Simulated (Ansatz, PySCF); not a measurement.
Reaction (SMILES): CCCl + 2 [H][H] (H2) -> 2 C (CH4) + Cl (HCl)

Wanted: energy of full hydrogenation (electronic), in kcal/mol. Terms: non-relativistic; no dispersion term unless named; six Cartesian d functions in 6-31G* and its kin unless marked 5d; frozen cores in correlated levels; spin-orbit terms left out. Basis-set limits of correlation are two-point, X^-3; Hartree-Fock from the larger set. [CCSD(T)-MP2]/basis is that difference in the basis named. Ab initio and DFT rows: single points at B3LYP-D3(BJ) geometries (Ansatz, an electronic-structure program).

```tsv
species	coefficient	E at M06-2X/6-31G* (5d) (PySCF), Eh	E at wB97M-V/def2-TZVPD (Ansatz), Eh
CCCl	-1	-539.33771	-539.39328
[H][H] (H2)	-2	-1.16368	-1.16077
C (CH4)	+2	-40.48157	-40.49098
Cl (HCl)	+1	-460.75230	-460.79070
```

Coupled cluster (Ansatz) is a level with limits of its own, used here on species with T1 under 0.025 (0.045 for open shells) and stable references: RI-MP2/CBS(aug-cc-pV(T+d)Z,aug-cc-pV(Q+d)Z)+[CCSD(T)-MP2]/aug-cc-pV(T+d)Z. Value to compare with, RI-MP2/CBS(aug-cc-pV(T+d)Z,aug-cc-pV(Q+d)Z)+[CCSD(T)-MP2]/aug-cc-pV(T+d)Z (Ansatz): -36.2 kcal/mol. 1 Eh = 627.5095 kcal/mol.

### Question
Compute it at each level from the table, and compare with RI-MP2/CBS(aug-cc-pV(T+d)Z,aug-cc-pV(Q+d)Z)+[CCSD(T)-MP2]/aug-cc-pV(T+d)Z (Ansatz).

### Answer

- M06-2X/6-31G* (5d): the sum of coefficient times E is -0.05037 Eh, or -31.61 kcal/mol. Result: -31.6 kcal/mol. Its difference against RI-MP2/CBS(aug-cc-pV(T+d)Z,aug-cc-pV(Q+d)Z)+[CCSD(T)-MP2]/aug-cc-pV(T+d)Z (Ansatz) is 4.6 kcal/mol.
- wB97M-V/def2-TZVPD: the sum of coefficient times E is -0.05784 Eh, or -36.30 kcal/mol. Result: -36.3 kcal/mol. Its difference against RI-MP2/CBS(aug-cc-pV(T+d)Z,aug-cc-pV(Q+d)Z)+[CCSD(T)-MP2]/aug-cc-pV(T+d)Z (Ansatz) is -0.1 kcal/mol.
